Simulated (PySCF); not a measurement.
This PySCF input asks for the NMR shieldings of SMILES B[SiH2]N, BH6NSi; the geometry comes from GFN2-xTB.

```python
import basis_set_exchange as bse
import numpy as np
from pyscf import gto, dft
from pyscf.prop import nmr

atoms = """
B     1.623942   -0.044513   -0.170040
Si   -0.217313    0.588484   -0.023632
N    -1.298293   -0.766471   -0.011005
H     1.945406   -1.136180    0.102678
H     2.475658    0.678852   -0.516989
H    -0.747150    1.383515   -1.146376
H    -0.409648    1.474133    1.157522
H    -2.290898   -0.600779    0.033442
H    -1.068142   -1.571047    0.549220
"""
names = dict.fromkeys(["B", "Si", "N", "H"], "pcSseg-1")
basis = {el: gto.basis.parse(bse.get_basis(n, elements=[el], fmt="nwchem")) for el, n in names.items()}
mol = gto.M(atom=atoms, basis=basis, charge=0, verbose=0)
mf = dft.RKS(mol, xc="PBE0")
mf.grids.level = 2
mf.grids.alignment = dft.numint.BLKSIZE   # the property module wants whole blocks of grid points
mf.conv_tol = 1e-9
mf.kernel()

calc = nmr.RKS(mf)   # GIAO
C = mf.mo_coeff
Co = C[:, mf.mo_occ > 0]
resp = mf.gen_response(singlet=True, hermi=2)
def vind(x):   # induced exchange potential for any number of trial vectors
    d = np.einsum("pi,xij,qj->xpq", C, 2 * x.reshape(-1, C.shape[1], Co.shape[1]), Co, optimize=True)
    return np.einsum("xpq,pi,qj->xij", resp(d - d.transpose(0, 2, 1)), C, Co, optimize=True).ravel()
mo1, _ = nmr.rhf.solve_mo1(calc, with_cphf=vind)
sigma = calc.kernel(mo1)
for i, s in enumerate(sigma):   # ppm
    print("%2d %-2s %9.2f" % (i, mol.atom_pure_symbol(i), np.trace(s) / 3))
```

Q: What does it print?

A: 
```
 0 B     -17.99
 1 Si    400.83
 2 N     271.64
 3 H      20.97
 4 H      21.10
 5 H      26.42
 6 H      26.30
 7 H      31.91
 8 H      31.95
```

These numbers come from an equivalent density-fitted implementation of the same equations, which agrees with the script to about 0.01 ppm for H and up to a few tenths of a ppm for heavy atoms, so last digits may differ.

Size and cost of the density-fitted run: 88 basis functions, 8 s wall time on 1 thread of an Arm Neoverse N1, shared host; peak memory 0.39 GiB.
